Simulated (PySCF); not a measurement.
**Telling isomers of C$_{3}$H$_{5}$N$_{3}$ apart by NMR**

[PySCF: NMR shieldings at PBE0/pcSseg-1/GIAO; GFN2-xTB structure; couplings computed with B3LYP/pcJ-1 (spin–dipole term left out of most H,H and C,H couplings); single conformer; rapidly exchanging positions averaged; no solvent model; non-relativistic]

δ = σ(ref) − σ, references computed at the same level: TMS for 1H (31.72 ppm), 13C (186.93 ppm). Multiplet labels drop J under 1 Hz and among equivalent protons, and merge close values. Unscaled 3J(H,H) run several per cent high. Where no couplings were computed, multiplicities follow the n + 1 count of equivalent neighbours, and m marks all less simple cases (inequivalent or close neighbours, rings, F or P nearby). Shifts are as computed. Against solution values, carbons near 30 ppm lie about +3 ppm off and those near 130 ppm about +5 ppm. Of 1211 compounds with measured shifts, 218 miss one by over three times the rms of a fit or turn the order of signals round; such compounds aren't used in these exercises.

(1) Tabulate the signals of `Cn1cncn1`, `Cn1cnnc1`, `Cn1nccn1` and their relative energies.

(2) What is the quickest way to tell Cn1cnnc1 from Cn1nccn1?

(3) What is the quickest way to tell Cn1cncn1 from Cn1nccn1?

(4) What is the quickest way to tell Cn1cncn1 from Cn1cnnc1?

## Answers

(1) 
```tsv
SMILES	carbon types	δC	δH	E rel. (kcal/mol)
Cn1cncn1	2×CH 1×CH3	155.5, 147.4, 36.4	7.89 (m, 1H), 7.87 (m, 1H), 4.06 (s, 3H)	0.0
Cn1cnnc1	2×CH 1×CH3	146.2, 31.0	7.83 (s, 2H), 3.82 (s, 3H)	9.3
Cn1nccn1	2×CH 1×CH3	138.4, 41.6	7.62 (s, 2H), 4.28 (s, 3H)	11.7
```

Energies are electronic energies at PBE0/pcSseg-1 on these geometries, without zero-point or thermal terms, each for the one conformer computed, which needn't be the lowest.

(2) Both give the same number of carbon signals, with the same numbers of each carbon type, so the positions decide. The first has a methyl carbon bonded to N (CH3) at 31.0 ppm, the second a methyl carbon bonded to N (CH3) at 41.6 ppm. Their most deshielded carbons lie at 146.2 and 138.4 ppm.

(3) Count the carbon signals: 3 against 2. The first has an aromatic CH between two ring heteroatoms at 155.5 ppm, the second an aromatic CH next to a ring nitrogen at 138.4 ppm.

(4) Count the carbon signals: 3 against 2. The first has an aromatic CH between two ring heteroatoms at 155.5 ppm, the second a methyl carbon bonded to N (CH3) at 31.0 ppm. Their most deshielded carbons lie at 155.5 and 146.2 ppm.
